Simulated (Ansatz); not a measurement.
# HB–OH, HB–SH: vertical ionisation energies

Ansatz 0.2.0, basis cc-pVDZ; geometries are PBE0/def2-TZVP minima. Wave-function levels freeze the cores; HF, MP2 and coupled cluster are restricted for singlets and unrestricted otherwise. The reference is CCSDT(Q) (coupled cluster only where its series has nearly closed). An error is the level's value less the reference. None of these values is a measured one. Energies are electronic, without zero-point terms. The set is small: such energies can lie up to about 0.3 eV from the limit, spin gaps mostly less, so near ties and functionals' places can change in larger sets. No spin–orbit coupling and no scalar relativity. The species are chosen: bound, without strong static correlation by their natural occupations or amplitudes, in their lowest spin state as far as vertical gaps and like structures tell, with only the lowest ion state computed, and with a ladder that closes on the reference, so errors are smaller than for species at large; levels whose determinant breaks symmetry or spin markedly are left out.

```tsv
species	bonds (Å)	quantity	symmetry of the states	reference	value (eV)	error HF	error MP2	error CCSD	error CCSD(T)	error CCSDT
HB–OH, doublet	B–O 1.333, B–H 1.201, O–H 0.961, angles at O 115°, angles at B 121°	vertical ionisation to the singlet	A' / A'	CCSDT(Q)	8.049	0.091	-0.030	0.063	0.008	0.006
HB–SH, doublet	B–S 1.742, B–H 1.189, S–H 1.348, angles at S 100°, angles at B 125°	vertical ionisation to the singlet	A' / A'	CCSDT(Q)	8.131	0.059	0.033	0.069	0.010	0.006
```

The reference rises from O to S, by 0.082 eV in all.
